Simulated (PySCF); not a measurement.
Breaking a bond: SiO, singlet.

- UKS-PBE0 = unrestricted PBE0/6-31G (PySCF 2.14.0)
- UKS-CAM-B3LYP = unrestricted CAM-B3LYP/6-31G (PySCF)
- UKS-B3LYP = unrestricted B3LYP/6-31G (PySCF 2.14.0)

Magnitude of the dipole moment (D; its direction can reverse along the curve, and a method can change to another solution) and Mulliken charge of the fragment that holds Si1:

```
R / Å  μ UKS-PBE0  q UKS-PBE0  μ UKS-CAM-B3LYP  q UKS-CAM-B3LYP  μ UKS-B3LYP  q UKS-B3LYP
-----  ----------  ----------  ---------------  ---------------  -----------  -----------
1.12         1.94        0.72             1.98             0.71         1.94         0.70
1.21         2.10        0.67             2.15             0.66         2.09         0.66
1.29         2.26        0.65             2.33             0.64         2.25         0.63
1.35         2.39        0.64             2.47             0.63         2.38         0.62
1.42         2.55        0.63             2.64             0.63         2.53         0.62
1.46         2.64        0.63             2.73             0.63         2.62         0.61
1.51         2.76        0.63             2.86             0.63         2.73         0.61
1.55         2.85        0.62             2.96             0.62         2.82         0.61
1.58         2.92        0.62             3.03             0.62         2.88         0.60
1.67         3.13        0.61             3.25             0.61         3.08         0.59
1.75         3.31        0.60             3.45             0.60         3.25         0.58
1.89         3.61        0.57             3.78             0.58         3.53         0.55
2.06         3.30        0.47             3.39             0.48         3.49         0.48
2.28         3.04        0.38             3.32             0.40         3.20         0.38
2.50         3.17        0.32             3.53             0.35         3.25         0.32
2.68         3.18        0.28             3.31             0.29         3.38         0.29
3.02         2.66        0.19             2.57             0.18         3.15         0.22
3.35         2.08        0.12             1.83             0.11         2.71         0.16
3.68         1.52        0.08             1.16             0.06         2.27         0.12
4.11         0.89        0.04             0.51             0.02         1.71         0.08
4.54         0.43        0.02             0.06             0.00         1.21         0.05
5.34         0.02        0.00             0.02             0.00         0.48         0.02
5.99         0.01        0.00             0.01             0.00         0.00         0.00
```

The unrestricted solution behind UKS-PBE0, UKS-B3LYP changes between 2.06 and 2.28 Å, which can leave a kink. The unrestricted determinant behind UKS-PBE0, UKS-CAM-B3LYP, UKS-B3LYP is spin-contaminated at 2.06 to 5.99 Å (<S²> up to 2.0, against 0.00 for a pure singlet).
